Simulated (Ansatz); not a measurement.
**Scan of [H···H···S], triplet**

Starting geometry:

```xyz
3

H     0.0000    0.0000   -1.1560
H     0.0000    0.0000   -0.4110
S     0.0000    0.0000    1.5670
```

From there H2 is moved from one fragment to the other while all else, the fragments' distance too, stays fixed, so the hump isn't the reaction's barrier; atoms are numbered as listed. Energies are in kcal/mol, counted from the starting geometry at the same level. Kohn–Sham curves are unrestricted where that lies lower.

Basis cc-pVTZ; Ansatz 0.2.0. Correlated methods freeze the noble-gas cores. Prefix R: restricted or restricted open-shell reference; prefix U: unrestricted.

Full CI isn't at hand for all of this; UCCSDT(Q) serves as the reference, and is uncertain by about the last step of the cluster series.

```
distance H1-H2 (Å)  wB97M-V
             0.745      0.0
             0.830      2.7
             1.001     13.3
             1.172     18.8
             1.343     18.4
```

Question: Estimate the UCCSDT(Q) curve in cc-pVTZ from this one, knowing how wB97M-V errs.

Answer: The computed UCCSDT(Q) values, in kcal/mol from the starting point, and the error of wB97M-V against them:
| distance H1-H2 (Å) | UCCSDT(Q) | wB97M-V less UCCSDT(Q) |
| --- | --- | --- |
| 0.745 | 0.0 | 0.0 |
| 0.830 | 3.1 | -0.4 |
| 1.001 | 14.6 | -1.3 |
| 1.172 | 20.6 | -1.9 |
| 1.343 | 20.1 | -1.6 |

The error spans 1.9 kcal/mol and is largest, -1.9 kcal/mol, at 1.172 Å.
